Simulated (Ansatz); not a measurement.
**KLaP₄O₁₂ (P2₁, No. 4; cell taken from a computed entry)**

All values below come from LDA in Ansatz (plane waves, PAW).

Settings: plane-wave cutoff 520 eV, 6×4×4 k mesh (along the axes of the cell as run), Fermi–Dirac smearing 0.01 eV, scalar-relativistic PAW data made under PBE.

Cell: relaxed with PBEsol: a = 7.3603 Å, b = 8.5836 Å, c = 8.0933 Å, α = 90.00°, β = 91.92°, γ = 90.00°.

```json
{
  "band_gap": "5.23 eV",
  "smallest_direct_gap_on_the_k_points_sampled": "5.25 eV",
  "direct gap at Γ": "5.26 eV"
}
```

Note: cell and atoms aren't relaxed at this level (largest force component 0.36 eV/Å, pressure -4.2 GPa).

Spin–orbit coupling is not included.

It cost very roughly 9 core-minutes of CPU time.

Ansatz is a program for electronic structure.
